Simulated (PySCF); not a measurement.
PySCF input (M06-L/def2-TZVPD):

```python
from pyscf import gto, scf, dft

mol = gto.M(
    atom='''
    B    -0.00000000   -0.00000000    0.00000000
    F     0.01679907    1.31515438    0.03157775
    F     1.13083137   -0.67238813   -0.00500122
    F    -1.14763045   -0.64276625   -0.02657653
    ''',
    basis='def2-tzvpd',
    charge=0,
    spin=0,
    verbose=4,
)

mf = dft.RKS(mol, xc='m06l').density_fit(auxbasis='def2-universal-jkfit')
mf.grids.level = 4
mf.conv_tol = 1e-9
mf.max_cycle = 100
mf.max_memory = 1500
mf.kernel()
if not mf.converged:
    mf = mf.newton()
    mf.kernel(mf.make_rdm1())
mf.analyze()
```

Output:

```
PySCF version 2.14.0

[INPUT] verbose = 4
[INPUT] num. atoms = 4
[INPUT] num. electrons = 32
[INPUT] charge = 0
[INPUT] spin (= nelec alpha-beta = 2S) = 0
[INPUT] symmetry False subgroup None
[INPUT] Mole.unit = angstrom
[INPUT] Symbol           X                Y                Z      unit          X                Y                Z       unit  Magmom
[INPUT]  1 B      0.000000000000   0.000000000000   0.000000000000 AA    0.000000000000   0.000000000000   0.000000000000 Bohr   0.0
[INPUT]  2 F      0.016799070000   1.315154380000   0.031577750000 AA    0.031745641447   2.485281589722   0.059673299130 Bohr   0.0
[INPUT]  3 F      1.130831370000  -0.672388130000  -0.005001220000 AA    2.136961582367  -1.270629415108  -0.009450936089 Bohr   0.0
[INPUT]  4 F     -1.147630450000  -0.642766250000  -0.026576530000 AA   -2.168707242711  -1.214652174614  -0.050222363041 Bohr   0.0

nuclear repulsion = 110.729648648708
number of shells = 55
number of NR pGTOs = 217
number of NR cGTOs = 157
basis = def2-tzvpd
ecp = {}

******** <class 'pyscf.df.df_jk.DFRKS'> ********
method = DFRKS
initial guess = minao
damping factor = 0
level_shift factor = 0
DIIS = <class 'pyscf.scf.diis.CDIIS'>
diis_start_cycle = 1
diis_space = 8
diis_damp = 0
SCF conv_tol = 1e-09
SCF conv_tol_grad = None
SCF max_cycles = 100
direct_scf = False
XC library pyscf.dft.libxc version 7.1.2
    S. Lehtola, C. Steigemann, M. J. T. Oliveira, and M. A. L. Marques,  SoftwareX 7, 1–5 (2018)
XC functionals = m06l
    Y. Zhao and D. G. Truhlar,  J. Chem. Phys. 125, 194101 (2006)
    Y. Zhao and D. G. Truhlar,  J. Chem. Phys. 125, 194101 (2006)
    Y. Zhao and D. G. Truhlar,  Theor. Chem. Acc. 120, 215 (2008)
radial grids:
    Treutler-Ahlrichs [JCP 102, 346 (1995); DOI:10.1063/1.469408] (M4) radial grids

becke partition: Becke, JCP 88, 2547 (1988); DOI:10.1063/1.454033
pruning grids: <function nwchem_prune>
grids dens level: 4
symmetrized grids: False
atomic radii adjust function: <function treutler_atomic_radii_adjust>
small_rho_cutoff = 0
Set gradient conv threshold to 3.16228e-05
Initial guess from minao.
tot grids = 114616
init E= -325.01080968231
  HOMO = -0.472896567532157  LUMO = -0.0243091689265388  gap/eV = 12.20668
cycle= 1 E= -324.563441590418  delta_E= 0.447  |g|= 0.809  |ddm|= 1.77
  HOMO = -0.281562676334019  LUMO = -0.00422027395779168  gap/eV = 7.54687
cycle= 2 E= -324.435235598639  delta_E= 0.128  |g|= 1.24  |ddm|= 1.31
  HOMO = -0.380852331834518  LUMO = -0.00848970009614241  gap/eV = 10.13250
cycle= 3 E= -324.653698049611  delta_E= -0.218  |g|= 0.0351  |ddm|= 0.678
[...]
cycle= 9 E= -324.653916756736  delta_E= -3.06e-10  |g|= 7.87e-07  |ddm|= 3e-05
  HOMO = -0.380041157944412  LUMO = -0.010434982294182  gap/eV = 10.05750
Extra cycle  E= -324.653916756737  delta_E= -3.98e-13  |g|= 8.66e-07  |ddm|= 4.68e-06
converged SCF energy = -324.653916756737
**** SCF Summaries ****
Total Energy =                        -324.653916756736749
Nuclear Repulsion Energy =             110.729648648707652
One-electron Energy =                 -671.460050420510925
Two-electron Energy =                  236.076485015066510
Two-electron Coulomb Energy =          271.652357409768683
DFT Exchange-Correlation Energy =      -35.575872394702174
HOMO-LUMO gap [eV] =                    10.057496320994323
**** MO energy ****
MO #1   energy= -24.5318537916252  occ= 2
MO #2   energy= -24.5318393024533  occ= 2
MO #3   energy= -24.5318347097864  occ= 2
MO #4   energy= -6.79762883062418  occ= 2
MO #5   energy= -1.24881460826011  occ= 2
MO #6   energy= -1.21411632717661  occ= 2
MO #7   energy= -1.21410908598334  occ= 2
MO #8   energy= -0.565376190034719 occ= 2
MO #9   energy= -0.525944924556865 occ= 2
MO #10  energy= -0.525931873521743 occ= 2
MO #11  energy= -0.483465214642713 occ= 2
MO #12  energy= -0.419682293079111 occ= 2
MO #13  energy= -0.419675450841512 occ= 2
MO #14  energy= -0.413680556640393 occ= 2
MO #15  energy= -0.413675125757397 occ= 2
MO #16  energy= -0.380041157944412 occ= 2
MO #17  energy= -0.010434982294182 occ= 0
MO #18  energy= 0.0129446500824777 occ= 0
MO #19  energy= 0.0476713444407186 occ= 0
MO #20  energy= 0.0476723082598074 occ= 0
MO #21  energy= 0.0706427271428329 occ= 0
MO #22  energy= 0.0904904228622677 occ= 0
MO #23  energy= 0.0963241622550688 occ= 0
MO #24  energy= 0.0963256824320848 occ= 0
MO #25  energy= 0.113208501316281  occ= 0
MO #26  energy= 0.122749734279105  occ= 0
MO #27  energy= 0.122750846489826  occ= 0
MO #28  energy= 0.175788654463938  occ= 0
MO #29  energy= 0.179661176752595  occ= 0
MO #30  energy= 0.190142026858081  occ= 0
MO #31  energy= 0.19014265434621   occ= 0
MO #32  energy= 0.202470157228088  occ= 0
MO #33  energy= 0.202472657314924  occ= 0
MO #34  energy= 0.247207598419461  occ= 0
MO #35  energy= 0.273964335445883  occ= 0
MO #36  energy= 0.273969876186863  occ= 0
MO #37  energy= 0.27552284775648   occ= 0
MO #38  energy= 0.34178150376257   occ= 0
MO #39  energy= 0.34178984898379   occ= 0
MO #40  energy= 0.383738582389213  occ= 0
MO #41  energy= 0.413130321760425  occ= 0
MO #42  energy= 0.4131445703367    occ= 0
MO #43  energy= 0.520724195418627  occ= 0
MO #44  energy= 0.520734948129107  occ= 0
MO #45  energy= 0.521562242476489  occ= 0
MO #46  energy= 0.578112143302887  occ= 0
MO #47  energy= 0.593309530936558  occ= 0
MO #48  energy= 0.593322529754531  occ= 0
MO #49  energy= 0.601022713912149  occ= 0
MO #50  energy= 0.601026158167488  occ= 0
MO #51  energy= 0.601544369204958  occ= 0
MO #52  energy= 0.629991381319516  occ= 0
MO #53  energy= 0.629993736228081  occ= 0
MO #54  energy= 0.646078849651621  occ= 0
MO #55  energy= 0.650116807795522  occ= 0
MO #56  energy= 0.650128097934886  occ= 0
MO #57  energy= 0.650940383091565  occ= 0
MO #58  energy= 0.717004664007763  occ= 0
MO #59  energy= 0.717007888431519  occ= 0
MO #60  energy= 0.834112202413631  occ= 0
MO #61  energy= 0.835534144006204  occ= 0
MO #62  energy= 0.872945282802771  occ= 0
MO #63  energy= 0.872968496894832  occ= 0
MO #64  energy= 0.932805347558341  occ= 0
MO #65  energy= 0.939750942054679  occ= 0
MO #66  energy= 0.939758188536     occ= 0
MO #67  energy= 1.0570151809385    occ= 0
MO #68  energy= 1.06829464118989   occ= 0
MO #69  energy= 1.06830632248997   occ= 0
MO #70  energy= 1.12028954299405   occ= 0
MO #71  energy= 1.15176513596951   occ= 0
MO #72  energy= 1.19658986917614   occ= 0
MO #73  energy= 1.19661339071182   occ= 0
MO #74  energy= 1.24134299982969   occ= 0
MO #75  energy= 1.24134364108376   occ= 0
MO #76  energy= 1.49961872309593   occ= 0
MO #77  energy= 1.52518789224298   occ= 0
MO #78  energy= 1.52520568437483   occ= 0
MO #79  energy= 1.74307121142816   occ= 0
MO #80  energy= 1.74307608040452   occ= 0
MO #81  energy= 1.88247278088263   occ= 0
MO #82  energy= 1.94302395402532   occ= 0
MO #83  energy= 1.94303598027997   occ= 0
MO #84  energy= 1.96980321327653   occ= 0
MO #85  energy= 1.99872434825973   occ= 0
MO #86  energy= 2.037664213678     occ= 0
MO #87  energy= 2.03773566206963   occ= 0
MO #88  energy= 2.11735612204784   occ= 0
MO #89  energy= 2.11737080939204   occ= 0
MO #90  energy= 2.23136383454078   occ= 0
MO #91  energy= 2.29328097491057   occ= 0
MO #92  energy= 2.50005808032082   occ= 0
MO #93  energy= 2.50007054986456   occ= 0
MO #94  energy= 2.56892508049408   occ= 0
MO #95  energy= 2.56895636160318   occ= 0
MO #96  energy= 2.7861226975103    occ= 0
MO #97  energy= 2.85350804184476   occ= 0
MO #98  energy= 2.85352224722257   occ= 0
MO #99  energy= 2.95694114040096   occ= 0
MO #100 energy= 2.95970268573909   occ= 0
MO #101 energy= 2.95970819206599   occ= 0
MO #102 energy= 3.00453960232974   occ= 0
MO #103 energy= 3.04085638608471   occ= 0
MO #104 energy= 3.04086848031699   occ= 0
MO #105 energy= 3.16615557310078   occ= 0
MO #106 energy= 3.47772794991036   occ= 0
MO #107 energy= 3.70400499591783   occ= 0
[...]
```
